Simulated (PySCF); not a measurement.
Magnesium: a sound run and one with changed settings

Sound run: Mg [Ne] 3s2, Mg⁺ [Ne] 3s1. Computed with PySCF 2.14 in cc-pVDZ-DK (4s3p1d, 18 functions), with the spin-free X2C one-electron Hamiltonian (Gaussian nucleus). In the sound run the correlated levels freeze [Ne]. The sound run starts from symmetry-adapted Hartree-Fock orbitals and uses a fine grid where one is needed.

A second run was set up differently.

| species | method | sound run (hartree) | changed run (hartree) | converged |
| --- | --- | --- | --- | --- |
| Mg | MP2 | -199.93554 | -199.93910 | yes |
| Mg | CCSD(T) | -199.94702 | -199.95056 | yes |
| Mg⁺ | MP2 | n/a | -199.67345 | yes |
| Mg⁺ | CCSD(T) | n/a | -199.67360 | yes |

Ionisation energy of Mg:

```json
{"method": "UHF", "sound run (eV)": "6.634", "changed run (eV)": "6.634"}
{"method": "MP2", "sound run (eV)": "7.215", "changed run (eV)": "7.229"}
{"method": "SCS-MP2", "sound run (eV)": "7.331", "changed run (eV)": "7.342"}
{"method": "CCSD", "sound run (eV)": "7.527", "changed run (eV)": "7.533"}
{"method": "CCSD(T)", "sound run (eV)": "7.527", "changed run (eV)": "7.536"}
```

Problem. What was changed?
A. level shift left on
B. all electrons correlated in a valence basis
C. too few SCF iterations
D. basis contracted for another Hamiltonian

Solution. B. A valence basis has no tight correlating functions, so it recovers only part of the core correlation, and not evenly between atom and ion.
